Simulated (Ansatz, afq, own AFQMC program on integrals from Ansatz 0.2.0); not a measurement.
## AlSiH, singlet → AlSiH, triplet

| atom | x (Å) | y (Å) | z (Å) |
| --- | --- | --- | --- |
| Si | 0.0000 | -0.0660 | 1.2777 |
| Al | 0.0000 | 0.0144 | -1.3676 |
| H | 0.0000 | 1.4550 | 1.0066 |

Connectivity, by distances: SiH–Al.

E(triplet, charge +0) − E(singlet, charge +0) at this geometry, on RHF and UHF determinants.

Basis cc-pVTZ. Noble-gas cores (and the filled d shells of Ga–Kr and In–Xe) are frozen. Integrals, coupled cluster, full CI and functionals: Ansatz 0.2.0; the random walks run on the same integrals in our own AFQMC program. The CISD trial takes its coefficients from CCSD amplitudes. Released means that phaseless walkers are propagated on without the constraint, phases kept. Uncertainties: one standard error, sampling alone. The errors of all members are added in quadrature.

No full CI on the walks' own integrals is used here; CCSDT(Q) serves as the reference and is uncertain by about the last step of the cluster series. Each member takes its own surest rung, up to full CI.

The best estimate is CCSD(T) at the basis-set limit (CBS: def2-TZVPP and def2-QZVPP, with their diffuse functions for anions and beside diffuse sets, CCSD(T) itself extrapolated) plus the step from CCSD(T) to CCSDT(Q) in cc-pVTZ. Rows without CBS are in cc-pVTZ; B2PLYP and the wave-function rows carry a basis error of their own. Core correlation and relativity beyond core potentials are missing, and ± holds the sampling alone.

Cautions: AlSiH (singlet): another spin lies lower, restricted determinant unstable towards unrestricted (UHF 743 meV lower, ⟨S²⟩ 1.16), the released energies are still falling, so no released level is given (meV from the phaseless value at times in 1/Eh: -10 ± 4 at 0.24, -18 ± 3 at 0.51, -31 ± 4 at 0.99, -31 ± 3 at 1.62, -38 ± 5 at 2.40), though the last usable value meets CCSDT(Q) within the noise, CCSDT(Q) on the UHF determinant differs (310 meV lower), perhaps since the unrestricted series falls towards higher spin, its ph-AFQMC/CISD value lies 47 ± 5 meV above CCSDT(Q); AlSiH (triplet): unrestricted determinant slightly spin contaminated (⟨S²⟩ 2.06 against 2.00), its ph-AFQMC/CISD value lies 26 ± 4 meV above CCSDT(Q); core correlation is missing, and it shifts such a gap most where an s electron is promoted.

Best estimate: -8.1 kcal/mol.

```csv
level,vertical spin gap (kcal/mol),error against the best estimate (kcal/mol)
HF,-18.3,-10.1
MP2,-10.9,-2.8
CCSD,-8.5,-0.4
CCSD(T),-9.1,-0.9
CCSDT,-9.1,-1.0
CCSDT(Q),-9.0,-0.9
ph-AFQMC/CISD,-9.5 ± 0.1,-1.4 ± 0.1
HF/CBS,-18.1,-9.9
MP2/CBS,-9.2,-1.1
CCSD(T)/CBS,-8.1,0.0
```

Correlation beyond CCSD(T) changes it by less than 2 meV. Going to the basis-set limit adds 0.9 kcal/mol at CCSD(T). The perturbative (T) step is worth −0.6 kcal/mol.

Best estimates are given only where the step beyond CCSD(T) is under 0.3 eV and no member's determinant is very poor (T1 over 0.05, or 0.07 for open shells, ⟨S²⟩ too high by 0.3, two states mixed), so the hardest cases are missing from such tables.

CCSDT and higher add their correlation energy to the determinant of the CCSD(T) run, since their own runs factorise the integrals more tightly (a shift of under 2 meV). Each member of a difference takes its own highest rung, so a best estimate needn't equal the limit plus the step of one row. A walk keeps the symmetry of its determinant, which the program's search chose and which needn't be the lowest solution, so a lower state of the same spin and another symmetry isn't excluded.
